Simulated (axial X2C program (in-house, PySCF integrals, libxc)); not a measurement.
Spin–orbit effects down a group: molecules with O (ions), PBE0

Computed with an axial X2C code built on PySCF integrals, spin-free (one-electron X2C) or two-component (2c: spin–orbit coupling with atomic mean-field Coulomb and Gaunt terms, which also bring small scalar terms), in Dyall basis sets with cores contracted in-house; open shells are unrestricted.

Basis sets: H dyall-av3z, Li dyall-av3z, Na dyall-av3z, O dyall-av3z.

| molecule | spin-free state | Re (Å) | ωe (cm⁻¹) | De (eV) | 2c state | Re 2c (Å) | ωe 2c (cm⁻¹) | De 2c (eV) |
| --- | --- | --- | --- | --- | --- | --- | --- | --- |
| OH⁻ | M_S = 0, Λ = 0 | 0.962 | 3816.9 | 4.79 | Ω = 0 | 0.962 | 3817.3 | 4.80 |
| LiO⁻ | M_S = 1, Λ = 1 | 1.738 | 705.2 | 2.50 | Ω = 2 | 1.739 | 705.0 | 2.51 |
| NaO⁻ | M_S = 1, Λ = 1 | 2.132 | 402.0 | 1.72 | Ω = 2 | 2.132 | 402.0 | 1.72 |

Fragments in 2c: O- + H, O- + Li, Na + O-. Each entry is the lowest single determinant of a limited PBE0 search at one distance. De goes to single-determinant-based atoms at the same level (for ions the charge split of lowest energy) and is withheld (n/a) where an atom does not fit its ground term or J level. Main or longest-lived isotopes. One determinant is a doubtful description, or other states lie close, for LiO⁻, NaO⁻; these need not be ground states, and all values refer to the states named. Some open-shell Ω = 0 determinants are out of reach, so the Ω given for LiO⁻, NaO⁻ need not be the lowest component. With several unpaired electrons the Ω given is that of one determinant, not necessarily of the lowest component. Some light 2c atoms are not at their ground J level, so De misses part of their lowering (0.04 eV or less). The functionals have no current term, which raises determinants with orbital currents.
